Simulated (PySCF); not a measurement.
**Orbital picture of SO⁺**

B3LYP at R = 1.418 Å; S def2-TZVPPD, O def2-TZVPPD; no relativity (PySCF 2.14). State: ²Π (doublet), unpaired electrons π ↑. Only the outer orbitals are listed, counted within each symmetry.

| spin | orbital | occ. | ε (eV) | on S (%) | main shells (%) |
| --- | --- | --- | --- | --- | --- |
| α | 5σ | 1 | -40.07 | 32 | 61 O s, 21 S s, 9 S p |
| α | 6σ | 1 | -27.62 | 72 | 67 S s, 20 O s |
| α | 2π | 1 | -22.16 | 35 | 64 O p, 33 S p |
| α | 7σ | 1 | -21.83 | 37 | 51 O p, 28 S p, 12 O s |
| α | 2π | 1 | -21.60 | 38 | 61 O p, 34 S p |
| α | 3π | 1 | -16.11 | 72 | 67 S p, 29 O p |
| α | 3π | 0 | -13.76 | 70 | 66 S p, 30 O p |
| α | 8σ | 0 | -8.20 | 90 | 52 S p, 32 S d, 8 O p |
| β | 5σ | 1 | -39.58 | 34 | 59 O s, 21 S s, 10 S p |
| β | 6σ | 1 | -26.65 | 69 | 65 S s, 22 O s, 9 O p |
| β | 2π | 1 | -21.38 | 38 | 61 O p, 34 S p |
| β | 7σ | 1 | -21.37 | 40 | 48 O p, 29 S p, 11 O s |
| β | 2π | 1 | -20.57 | 36 | 62 O p, 32 S p |
| β | 3π | 0 | -13.44 | 70 | 66 S p, 30 O p |
| β | 3π | 0 | -12.40 | 72 | 68 S p, 28 O p |
| β | 8σ | 0 | -7.91 | 90 | 52 S p, 31 S d |

Q: Which are the highest filled and the lowest empty level, where do they sit, and how wide is the gap?

A: Highest filled α 3π at -16.11 eV (in %: 67 S p, 29 O p); lowest empty α 3π at -13.76 eV (in %: 66 S p, 30 O p); the gap at B3LYP is 2.35 eV. Both belong to one degenerate shell, split only by its one-sided filling, so this is no excitation gap.

```json
{
 "bond order (Mayer)": "2.33",
 "⟨S²⟩": "0.754",
 "charge on S (Mulliken, basis-dependent)": "0.97",
 "charge on S (Löwdin, basis-dependent)": "1.33",
 "dipole moment (positive dipole points towards O; it is taken about the centre of mass and depends on that origin)": "-2.29 D",
 "polarisability along the bond": "20.6 bohr³",
 "polarisability across the bond": "12.9 bohr³"
}
```

The state was picked by a PBE0 search and need not be the measured ground state.
